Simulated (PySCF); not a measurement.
CS.
Bonds: C1–S2 (triple).

The same species was optimised twice, with GFN2-xTB and with PBE0-D3(BJ)/def2-SVP (PySCF), and the same property calculations (PySCF, gas phase) were run on both structures.

| coordinate | GFN2-xTB | PBE0-D3(BJ)/def2-SVP | change |
| --- | --- | --- | --- |
| C1≡S2 (Å) | 1.521 | 1.535 | +0.014 |

Rotational constants: B = 25029 MHz (linear) (GFN2-xTB) against B = 24572 MHz (linear) (PBE0-D3(BJ)/def2-SVP). Point groups within 0.08 Å: C∞v and C∞v.

On the GFN2-xTB structure: HOMO (eV) -8.87 [PBE0/pcSseg-1]; LUMO (eV) -2.21 [PBE0/pcSseg-1]; dipole (D) 1.80 [PBE0/pcSseg-1]; GIAO shielding of C1 (ppm) -279.0 [PBE0/pcSseg-1]; GIAO shielding of S2 (ppm) -84.4 [PBE0/pcSseg-1].

Task: What do these properties become on the PBE0-D3(BJ)/def2-SVP structure?

Result: 
```tsv
property	level	on GFN2-xTB	on PBE0-D3(BJ)/def2-SVP	change
HOMO (eV)	PBE0/pcSseg-1	-8.87	-8.92	-0.05
LUMO (eV)	PBE0/pcSseg-1	-2.21	-2.27	-0.06
dipole (D)	PBE0/pcSseg-1	1.80	1.74	-0.06
energy, GFN2-xTB geometry as zero (kcal/mol)	PBE0/pcSseg-1	0.0	-0.2	-0.2
GIAO shielding of C1 (ppm)	PBE0/pcSseg-1	-279.0	-285.7	-6.7
GIAO shielding of S2 (ppm)	PBE0/pcSseg-1	-84.4	-105.5	-21.1
```

The heavy atoms differ by 0.007 Å rms after alignment. Among all bonds C1≡S2 changes most (+0.014 Å). Changes are differences of the printed values. Neither structure is proved a minimum here.
